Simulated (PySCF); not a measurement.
HAl(OH), doublet: data card

Computed with UPBE0/[Al def2-TZVP, H def2-TZVP, O def2-TZVP], no relativity, density fitting, PySCF.

The structure is a minimum.

```xyz
4
charge 0 multiplicity 2, angstrom
Al    0.4593   -0.0081   -0.4468
H     1.8900   -0.4405    0.1365
O    -0.7865    0.0248    0.7117
H    -1.6924    0.2621    0.5195
```

```json
{"Point group": "Cs", "Bond lengths": "Al–H 1.604 Å, Al–O 1.702 Å, O–H 0.956 Å", "Bond angles": "Al–O–H 124.2°, H–Al–O 114.2°", "Principal quadrupole moments (Buckingham, traceless) about the centre of mass": "-4.53, 2.00, 2.54 D Å", "Entropy at 298.15 K and 1 bar (electronic part: spin only)": "252.5 J/(mol K)", "Zero-point energy": "49.0 kJ/mol", "Enthalpy at 298.15 K above 0 K": "11.76 kJ/mol", "Atomisation energy without zero-point energy": "1131 kJ/mol", "Heat capacity Cp at 298.15 K": "50.7 J/(mol K)", "Lowest empty level (β)": "-2.21 eV", "Rotational constants": "6.886, 0.5005, 0.4666 cm⁻¹", "Dipole moment": "1.55 D", "Principal polarisabilities": "35.7, 39.6, 43.4 bohr³", "Rotational symmetry number": "1", "Highest occupied level (α)": "-5.63 eV", "Spin squared ⟨S²⟩": "0.753"}
```

Harmonic modes (masses in u: Al 26.982, H 1.008, O 15.995):
```tsv
symmetry	ω (cm⁻¹)	IR (km/mol)	μ (u)
a''	417	51.7	1.07
a'	527	33.2	1.08
a'	652	263	1.26
a'	831	56.1	7.03
a'	1813	176	1.04
a'	3958	94.4	1.07
```

Charges (e):
| atom | Mulliken | Löwdin | polar tensor | spin (Mulliken) | Mayer order to Al1 |
| --- | --- | --- | --- | --- | --- |
| Al1 | 0.30 | 0.09 | 0.69 | 0.80 | – |
| H2 | -0.08 | -0.11 | -0.24 | 0.17 | 0.92 |
| O3 | -0.53 | -0.15 | -0.74 | 0.04 | 1.19 |
| H4 | 0.32 | 0.17 | 0.29 | 0.00 | 0.03 |
Other Mayer orders above 0.3: O–H 0.88.

Mulliken populations on Al1: s 5.29, p 7.12, d 0.25, f 0.04.

This need not be the most stable arrangement of these atoms.

The final relaxation and frequency run took 42 s on 2 threads of a shared Arm Neoverse V2 host, with 80 basis functions and 21 gradients; the process peaked at 0.93 GiB. Launch command: `OMP_NUM_THREADS=2 python axn.py task.json out`.
